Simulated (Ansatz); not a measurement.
We consider bcc Fe, described by r²SCAN+rVV10 (plane waves, PAW; Ansatz, a program for electronic structure).

Input:

Ansatz 0.2 input:
```yaml
crystal:
  lattice:
    - [-1.4084475675, 1.4084475675, 1.4084475675]
    - [1.4084475675, -1.4084475675, 1.4084475675]
    - [1.4084475675, 1.4084475675, -1.4084475675]
  atoms:
    - { symbol: Fe, position: [0.0, 0.0, 0.0], spin: 2.5 }
basis:
  ecutwfc: 560
  ecutrho_ratio: 4
  xc_grid: 3
kpoints:
  mp_grid: { grid: [26, 26, 26] }
hamiltonian:
  xc: r2scan
  dispersion: rvv10
  pseudopotentials: { kind: paw }
scf:
  occupations: { method: fermi_dirac, width: 0.05 }
  convergence: { dr2_threshold: 0.0000000001 }
output:
  forces: false
  stress: true
  eigenvalues: true
magnetization:
  spin_polarized: true
```

The run printed, among other lines:

```
Crystal: 1 atoms, lattice volume = 11.176 Å³
Basis set: ecut = 560 eV, 321 PW (Γ), exchange–correlation on 60×60×60 points (27 copies of the dense FFT grid, shifted against one another)
Bands: 14, of which v1, the nominal top of the filled ones, is band 8 counted from 1 (7 counted from 0)
Symmetry: 48 space group operations
Space group: Im-3m (ITA 229), of the structure as read, at distance tolerance 2.2e-5 Å
k-points: 511 of 17576
Initial density: superposition of atomic densities (chi_scale 0.1, normalization cell)
Functional: x = r2scan, c = r2scan + rvv10(b = 11.95, C = 0.0093); τ floored in thin density (d = 2e-4 eV/Å³)
SCF 1 converged in 17 iterations: F = -4485.010617 eV  dr2 = 5.89e-12
SCF converged after 17 iterations
Magnetization: 2.5855 μB (9.2927 up, 6.7073 down)
Free energy (F): -4485.010617 eV
Internal energy: -4485.005011 eV  (E = F + TS)
E sigma→0 (E₀):  -4485.007814 eV
Fermi energy:    18.765903 eV
--- Stress (GPa, compression-positive) ---
        8.094568      -0.000000       0.000000
        0.000000       8.094568       0.000000
       -0.000000      -0.000000       8.094568
  P = ⅓ Tr σ = 8.0946 GPa (80.946 kbar)
```

The cell is one volume of an energy–volume scan, off the minimum.

The PAW data were made under PBE.
